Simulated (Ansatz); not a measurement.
# C2H3FO2: a ladder of functionals and wavefunction methods

Aim: compute C2H3FO2 with functionals from several rungs and with coupled cluster. The yardstick is the atomisation energy at the CCSD(T) limit.

Method: functionals in def2-TZVPP, the program's frozen cores in correlated methods; program: Ansatz 0.2.0, Gaussian basis.

Levels to be run: LDA (SPW92), PBE-D4, revPBE-D4, BLYP-D4, r2SCAN-D4, B97M-V, PBE0-D4, B3LYP-D4, r2SCANh-D4, r2SCAN0-D4, HSE06-D4, BHLYP-D4, CAM-B3LYP-D4, LC-ωPBE, ωB97X-V, ωB97M-V, B2PLYP, PBE-QIDH; CCSD(T)/def2-SVP; CCSD(T)/def2-TZVPP; MP2/def2-QZVPP; extrapolation to the limit; RPA on PBE.

**1. Structure used throughout**

All runs share one geometry, relaxed beforehand with PBE0-D4 in a triple-zeta def2 set.

8 atoms, charge 0, spin multiplicity 1.

Atoms are counted from 1 here; the program's logs count them from 0.

Bond lengths: F1–C2 1.350 Å, C2–O3 1.392 Å, C2–O5 1.392 Å, C2–H6 1.095 Å, O3–C4 1.422 Å, C4–O5 1.422 Å, C4–H7 1.094 Å, C4–H8 1.095 Å. Angles: F1–C2–O3 112.2°, F1–C2–O5 112.2°, F1–C2–H6 107.1°, O3–C2–O5 94.4°, O3–C2–H6 115.4°, O5–C2–H6 115.4°, C2–O3–C4 86.9°, O3–C4–O5 91.7°, O3–C4–H7 112.6°, O3–C4–H8 113.3°, O5–C4–H7 112.6°, O5–C4–H8 113.3°, H7–C4–H8 111.9°, C2–O5–C4 86.9°.

**2. LDA**

This LDA is Slater exchange with PW92 correlation.

in.yaml

```yaml
crystal:
  periodic: [false, false, false]
  atoms:
    - {symbol: F, position_ang: [-1.553764, 1.020540, 0.707587]}
    - {symbol: C, position_ang: [-0.332221, 0.847759, 0.158781]}
    - {symbol: O, position_ang: [-0.368251, 0.014253, -0.955020]}
    - {symbol: C, position_ang: [0.435331, -0.891132, -0.208924]}
    - {symbol: O, position_ang: [0.465185, -0.011877, 0.908281]}
    - {symbol: H, position_ang: [0.086589, 1.844220, -0.014574]}
    - {symbol: H, position_ang: [1.423712, -1.038771, -0.653087]}
    - {symbol: H, position_ang: [-0.064383, -1.842193, 0.001256]}
basis:
  gaussian: {orbitals: def2-TZVPP}
hamiltonian: {xc: lda}
output: {orbitals: {seedname: orbitals}}
```

Launch:

```console
$ ansatz run in.yaml --threads 2 --pin off --events-out ev --progress --plain --max-ram 4352MiB
```

The runs that follow: PBE-D4 (GGA); revPBE-D4 (GGA); BLYP-D4 (GGA); r2SCAN-D4 (meta-GGA); B97M-V (meta-GGA); B3LYP-D4 (hybrid); r2SCANh-D4 (hybrid); r2SCAN0-D4 (hybrid); HSE06-D4 (hybrid); BHLYP-D4 (hybrid); CAM-B3LYP-D4 (range-separated); LC-ωPBE (range-separated); ωB97X-V (range-separated); ωB97M-V (range-separated); B2PLYP (double hybrid); PBE-QIDH (double hybrid); CCSD(T) in def2-SVP; CCSD(T) in def2-TZVPP; MP2 in def2-QZVPP; RPA on PBE orbitals.

Before running them: what should the planned runs give, taken together? Wanted: atomisation energy, CCSD(T)/CBS; farthest beyond LDA; mean size of error, GGA; mean size of error, meta-GGA; mean size of error, hybrid; mean size of error, range-separated; mean size of error, double hybrid; gap, smallest and largest; T1 diagnostic.

**Answer**, as computed:

| quantity | value |
| --- | --- |
| atomisation energy, CCSD(T)/CBS | 3236.0 kJ/mol |
| functionals within 16.2 kJ/mol (0.5 %) | BLYP-D4, B97M-V |
| farthest beyond LDA | BHLYP-D4 (-184.7 kJ/mol) |
| mean size of error, GGA | 60.1 kJ/mol |
| mean size of error, meta-GGA | 11.5 kJ/mol |
| mean size of error, hybrid | 58.9 kJ/mol |
| mean size of error, range-separated | 21.5 kJ/mol |
| mean size of error, double hybrid | 28.5 kJ/mol |
| gap, smallest and largest | 6.73 eV (LDA (SPW92)), 14.90 eV (LC-ωPBE) |
| T1 diagnostic | 0.0122 |
| triples share of the correlation energy | 3.6 % |

**Reading.** LDA overbinds by 665.1 kJ/mol (21 %). PBE-D4 misses by +144.3 kJ/mol. Double hybrids carry the basis error of their MP2 part in triple zeta, and no dispersion term here, so their miss is partly the set-up's. Taken by rung, meta-GGA functionals do best (11.5 kJ/mol on average) and GGA ones worst beyond LDA (60.1 kJ/mol). The reference freezes the cores and leaves out relativity and excitations past (T), so misses under about 16.2 kJ/mol can't be ranked. Hartree-Fock recovers 67 % of the binding; the rest is correlation. CCSD(T) in def2-SVP is off by -174.1 kJ/mol, more than most functionals: a good method in a small basis is no reference. The gap grows from 6.7 to 14.9 eV across the functionals, mostly with the share of exact exchange.
